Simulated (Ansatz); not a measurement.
System: LiF, net charge -1, doublet state. 
Structure (B3LYP-D3(BJ)/def2-TZVP (Ansatz, a program for electronic structure) minimum search):
```xyz
2

Li     0.0000     0.0000    -1.2221
F      0.0000     0.0000     0.4074
```
Charge -1, spin multiplicity 2.

Basis-set convergence of Hartree-Fock and MP2 correlation energies (hartree) with Ansatz. Valence correlation only, unless marked. UHF or UKS for open shells. Spin-orbit coupling is left out. No relativistic terms.

| basis | functions | E(HF) | E(corr, MP2) |
|---|---|---|---|
| def2-SVPD | 35 | -106.87453 | -0.22004 |
| def2-TZVPPD | 62 | -106.99368 | -0.28018 |
| def2-QZVPPD | 101 | -107.00093 | -0.30528 |

Extrapolating the two largest sets (X = 3 and 4) as X^-3: E(corr) = (64·(-0.30528) - 27·(-0.28018))/37 = -0.3236 Eh, an estimate of the basis-set limit. The largest set recovers 94.3 % of it, the smallest 68.0 %.
